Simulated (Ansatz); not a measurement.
## [H···H···SiH], doublet: reading a ladder of total energies

Geometry: a point of a hydrogen-transfer path between rigid fragments, not a stationary point.

```xyz
4

H    -2.6621    0.0479    0.0000
H    -1.4831    0.0479    0.0000
Si    0.1299    0.0479    0.0000
H     0.5263   -1.4316    0.0000
```

Basis cc-pVTZ; Ansatz 0.2.0. Only valence electrons are correlated (noble-gas cores frozen), which leaves 7 electrons in 71 orbitals. Prefix R: restricted or restricted open-shell reference; prefix U: unrestricted.

Full CI isn't at hand for all of this; UCCSDT(Q) serves as the reference, and is uncertain by about the last step of the cluster series.

The cluster runs stand on a determinant 0.17 eV above the lowest UHF solution, chosen by trial CCSD; the correlation energy below is counted from it.

Runs differ by some tens of microhartree through their thresholds and, for an open shell, their frozen cores, so steps under 0.03 kcal/mol mean nothing.

```json
{"level": "UHF determinant under the cluster runs", "total energy (hartree)": "-290.511751"}
{"level": "UMP2", "total energy (hartree)": "-290.629117"}
{"level": "UCCSD", "total energy (hartree)": "-290.661361"}
{"level": "UCCSD(T)", "total energy (hartree)": "-290.665970"}
{"level": "UCCSDT", "total energy (hartree)": "-290.667079"}
{"level": "UCCSDT(Q)", "total energy (hartree)": "-290.667270"}
```

Problem. What is the correlation energy at UCCSDT(Q), and what share of it do UMP2 and UCCSD(T) recover?

Solution. E(corr) = -290.667270 − (-290.511751) = -0.155519 hartree = -4.232 eV. UMP2: -0.117366 / -0.155519 = 75.47 %. UCCSD(T): -0.154219 / -0.155519 = 99.16 %.

Problem. By how many kcal/mol does UCCSD(T) miss UCCSDT(Q) (1 hartree = 627.509 kcal/mol), and which steps make up the rest?

Solution. -290.665970 − (-290.667270) = 0.001300 hartree = 0.82 kcal/mol. Steps: UCCSDT − UCCSD(T) = -0.70, UCCSDT(Q) − UCCSDT = -0.12 kcal/mol. Differences between like states or geometries often cancel part of this.
